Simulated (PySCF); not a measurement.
Species: P₂F₄.
Bonds: F1–P2, P2–F3, P2–P4, P4–F5, P4–F6.

A GFN2-xTB structure was refined with PBE0-D3(BJ)/def2-SVP geometry optimisation, gas phase (PySCF 2.14.0). Its GFN2-xTB values:

```tsv
coordinate	GFN2-xTB
F1–P2	1.600 Å
P2–P4	2.299 Å
F1–P2–F3	94.8°
F1–P2–P4	93.4°
P2–P4–F5	92.7°
```

Question: How do these coordinates change at the PBE0-D3(BJ)/def2-SVP level?

Answer: 
| coordinate | PBE0-D3(BJ)/def2-SVP (Å or °) | change |
| --- | --- | --- |
| P2–P4 | 2.275 | -0.024 |
| F1–P2 | 1.616 | +0.016 |
| F1–P2–F3 | 98.8 | +4.0 |
| P2–P4–F5 | 94.6 | +1.9 |
| F1–P2–P4 | 93.6 | +0.2 |

The energy falls by 1.5 kcal/mol over 7 energy and gradient evaluations, the largest force component goes from 0.0159 to 3.0e-04 Eh/bohr, and the atoms move by 0.041 Å rms after alignment. The bond that changes most is P2–P4 (both ends three-coordinate phosphorus), which shortens by 0.024 Å. Bonds longer at the end by more than 0.005 Å: 3 of 5; shorter: 2. Rotational constants go from 3757, 1754, 1378 to 3605, 1789, 1363 MHz.

The run used 92 basis functions and 49 SCF cycles in all. Time: 19 s wall; peak memory 0.37 GiB. Hardware: an Arm Neoverse V1 with one thread, on a shared host.

Stationary, but not proved a minimum. One conformer, not necessarily the lowest.

Conformer computed: `[F:1][P:2]([F:3])[P:4]([F:5])[F:6]`: F1–P2–P4–F5 -179°.
